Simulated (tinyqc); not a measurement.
Inside a calculation. Method: RKS/PBE0 in the sto-3g basis, for BH2+, spin multiplicity 1. One step of it, computed by the program tinyqc.

Question. Orthogonalisation. S = U s U^T; symmetric (Loewdin) form X = U s^(-1/2) U^T, so that X^T S X = 1.

overlap S:
```
,1B 1s,1B 2s,1B 2px,1B 2py,1B 2pz,2H 1s,3H 1s
1B 1s,1.000000,0.269328,0.000000,0.000000,0.000000,0.038038,0.038038
1B 2s,0.269328,1.000000,0.000000,0.000000,0.000000,0.356469,0.356469
1B 2px,0.000000,0.000000,1.000000,0.000000,0.000000,0.000000,0.000000
1B 2py,0.000000,0.000000,0.000000,1.000000,0.000000,0.372790,-0.372790
1B 2pz,0.000000,0.000000,0.000000,0.000000,1.000000,0.137620,0.137620
2H 1s,0.038038,0.356469,0.000000,0.372790,0.137620,1.000000,0.033834
3H 1s,0.038038,0.356469,0.000000,-0.372790,0.137620,0.033834,1.000000
```

Give: eigenvalues of S; X.

Answer.

eigenvalues of S: 0.4359  0.4556  0.8928  1.0000  1.0717  1.5106  1.6334

X:
```
,1B 1s,1B 2s,1B 2px,1B 2py,1B 2pz,2H 1s,3H 1s
1B 1s,1.0310,-0.1571,0.0000,0.0000,-0.0059,0.0233,0.0233
1B 2s,-0.1571,1.1548,0.0000,0.0000,0.0472,-0.2203,-0.2203
1B 2px,0.0000,0.0000,1.0000,0.0000,0.0000,0.0000,0.0000
1B 2py,0.0000,0.0000,0.0000,1.1369,0.0000,-0.2360,0.2360
1B 2pz,-0.0059,0.0472,0.0000,0.0000,1.0176,-0.0828,-0.0828
2H 1s,0.0233,-0.2203,0.0000,-0.2360,-0.0828,1.1380,-0.0202
3H 1s,0.0233,-0.2203,0.0000,0.2360,-0.0828,-0.0202,1.1380
```
